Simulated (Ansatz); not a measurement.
C2H (SMILES [C]#C) moved off its minimum; all values from Ansatz (an electronic-structure program), cores frozen in correlated methods. Open shells are unrestricted.
(charge 0, multiplicity 2)
```xyz
3

C      0.0484    -0.0111    -0.6771
C      0.0379     0.0191     0.3552
H     -0.0030    -0.0365     1.5375
```

Forces at wB97M-V/def2-TZVPP (eV/Å):

```tsv
atom	Fx	Fy	Fz
C1	0.349	-0.695	-29.190
C2	-0.517	0.387	32.735
H3	0.168	0.308	-3.545
```

Give the forces (eV/Å), the total energy and the dipole at CCSD(T)/aug-cc-pVTZ.


```json
[
 {"atom": "C1", "Fx": "0.361", "Fy": "-0.747", "Fz": "-30.659"},
 {"atom": "C2", "Fx": "-0.525", "Fy": "0.449", "Fz": "34.179"},
 {"atom": "H3", "Fx": "0.164", "Fy": "0.298", "Fz": "-3.520"}
]
```
Energy -76.3775 hartree, dipole 0.80 D.
